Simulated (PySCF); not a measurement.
C4H6N (doublet state).
Geometry (GFN2-xTB, Å), atoms numbered from 1 in this order:
```
atom  x, y, z in Å
C1     2.339   -0.782   -0.085
C2     1.201   -0.355   -0.046
C3    -0.067    0.153    0.032
C4    -1.192   -0.613    0.646
N5    -0.378    1.373   -0.567
H6     3.305   -1.183   -0.143
H7    -0.827   -1.547    1.063
H8    -1.959   -0.838   -0.099
H9    -1.666   -0.034    1.443
H10    0.415    1.969   -0.754
H11   -1.165    1.858   -0.161
```

The hyperfine couplings belong to this conformer and change with its torsions.

As a line formula: `C#C[C](C)N` [radical].

Level of theory: PySCF 2.14.0, UKS B3LYP, pcH-1 on C H N, non-relativistic, mean-field spin-orbit, GIAO. Isolated species at its GFN2-xTB geometry, gas phase. The geometry wasn't refined by DFT: couplings that depend on bond lengths, twists or pyramidal angles can differ widely from those at the functional's own minimum. No stability test was run, so a lower SCF solution isn't excluded.

(1) Match the computed a_iso(13C) values -57.9, +52.7, +38.6, -24.9 MHz with the sites C1; C2; C3; C4.

(2) The isotropic 1H couplings, averaged over equivalent nuclei, are +43.1, -36.4, +8.5 MHz. Assign them to H6; H7/H8/H9; H10/H11.

Answers

(1) 
```csv
site,a_iso (MHz),ρ(0) (bohr⁻³),position,distance from C3 (Å),spin population,largest |T| (MHz)
C1,+38.6,+0.0344,a main spin site,2.58,+0.48,66.7
C2,-57.9,-0.0515,1 bond from C1,1.37,-0.20,18.1
C3,+52.7,+0.0469,largest spin population,0.00,+0.59,110.3
C4,-24.9,-0.0221,1 bond from C3,1.49,-0.05,1.4
```

(2) 
```csv
site,a_iso (MHz),ρ(0) (bohr⁻³),position,distance from C3 (Å),bound to,spin population there,largest |T| (MHz)
H6,-36.4,-0.0081,1 bond from C1,3.63,C1,+0.48,18.0
H7/H8/H9,+43.1,+0.0096,2 bonds from C3,2.14,C4,-0.05,6.2
H10/H11,+8.5,+0.0019,"2 bonds from C3, on N5 of spin population +0.14",2.04,N5,+0.14,14.2
```

ρ(0) is the spin density at the nucleus and T the dipolar tensor; entries for several nuclei are means. The Mulliken spin populations are largest on C3 (+0.59), C1 (+0.48), C2 (-0.20) and N5 (+0.14). The positive populations add up to 1.28 and the negative ones to -0.28, together 2S = 1. The angles at C3 add up to 359.8°, so it is planar. Main spin sites, with 60 % or more of the largest population: C1, C3; positions count bonds from the nearest.

Class means assume fast exchange of nuclei equivalent by connectivity; if that motion is slow, each nucleus keeps its own coupling. The three 1H nuclei of mean +43.1 MHz run from 1.8 to 69.1 MHz in the frozen geometry. The 1H value of +8.5 MHz is a mean of couplings from 2.2 to 14.7 MHz in this one geometry, not an average over conformers.

The SMILES `C#C[C](C)N` draws the unpaired electron on C3, whose computed spin population is only +0.59.
